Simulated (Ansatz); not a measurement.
# H₂F (doublet): from Hartree-Fock to the top rungs at distance H1–H2 along a hydrogen transfer = 0.693 Å, cc-pVTZ

Aim: climb from Hartree-Fock through coupled cluster and multireference methods for H₂F (doublet) at one geometry and basis, and see what each rung misses.

The runs use Ansatz 0.2.0, Gaussian basis; cc-pVTZ, core rule «outside noble gas», up to 1 orbitals frozen.

To be run: UHF; CCSD(T) on ROHF; CCSD(T) on UHF; BCCD(T) on ROHF; CISD; CCSDT(Q) on ROHF; CCSDT(Q) on UHF; CASSCF and NEVPT2, 3 electrons in 3 orbitals; CASSCF and MRCISD+Q, 9 electrons in 6 orbitals; CASSCF and NEVPT2, 9 electrons in 6 orbitals.

4 further runs of the same task are left out: 4 that didn't finish.

## Step 1: What is computed

The geometry derives from fragments relaxed apart (PBE0/def2-TZVP) and kept rigid, so it is no stationary point. A hydrogen atom is moved between rigid fragments.

3 atoms, charge 0, spin multiplicity 2.

Atoms are counted from 1 here; the program's logs count them from 0.

Bond lengths: H1–H2 0.693 Å.

## Step 2: UHF

Input file in.yaml:

```yaml
crystal:
  periodic: [false, false, false]
  atoms:
    - {symbol: H, position_ang: [0.000000, 0.000000, -0.943000]}
    - {symbol: H, position_ang: [0.000000, 0.000000, -0.250000]}
    - {symbol: F, position_ang: [0.000000, 0.000000, 1.193000]}
basis:
  gaussian: {orbitals: cc-pVTZ}
magnetization: {spin_polarized: true, initial_magnetization: 1}
hamiltonian: {xc: hf}
output: {orbitals: {seedname: orbitals}}
```

Command:

```bash
$ ansatz run in.yaml --threads 1 --pin off --events-out ev --progress --plain --max-ram 2393MiB
```

After this run come: CCSD(T) on ROHF; CCSD(T) on UHF; BCCD(T) on ROHF; CISD; CCSDT(Q) on ROHF; CCSDT(Q) on UHF; CASSCF and NEVPT2, 3 electrons in 3 orbitals; CASSCF and MRCISD+Q, 9 electrons in 6 orbitals; CASSCF and NEVPT2, 9 electrons in 6 orbitals.

**Question.** What will the summary of the whole plan be? Wanted: UCCSDT(Q) below the RHF energy; RMP2 from UCCSDT(Q); UMP2 from UCCSDT(Q); RCCSD from UCCSDT(Q); RCCSD(T) from UCCSDT(Q); UCCSD(T) from UCCSDT(Q); RCCSDT(Q) from UCCSDT(Q); NEVPT2 pair from UCCSDT(Q); NEVPT2 valence from UCCSDT(Q).

As calculated:

```
                         quantity                                                   value
   UCCSDT(Q) below the RHF energy                                              -7.4931 eV
              RMP2 from UCCSDT(Q)                                              +710.9 meV
              UMP2 from UCCSDT(Q)                                              +698.1 meV
             RCCSD from UCCSDT(Q)                                              +151.1 meV
          RCCSD(T) from UCCSDT(Q)                                               +14.7 meV
          UCCSD(T) from UCCSDT(Q)                                               +13.6 meV
         RCCSDT(Q) from UCCSDT(Q)                                                +1.6 meV
       NEVPT2 pair from UCCSDT(Q)                                              +627.3 meV
    NEVPT2 valence from UCCSDT(Q)                                             +1174.1 meV
  MRCISD+Q valence from UCCSDT(Q)                                              +120.1 meV
levels within 1 kcal/mol (43 meV)  RCCSD(T), UCCSD(T), BCCD(T), RCCSDT, UCCSDT, RCCSDT(Q)
                    T1 diagnostic                                                   0.034
   effectively unpaired electrons                                                    1.00
```

What this shows: RCCSD(T) misses by +14.7 meV, 0.2 % of the correlation energy. One determinant dominates. Of the multireference levels listed MRCISD+Q valence comes nearest in total energy (+120.1 meV), which doesn't show that its space is the better one. These misses are within one basis, not against nature; the frozen cores of restricted and unrestricted runs differ, which can shift their rows.
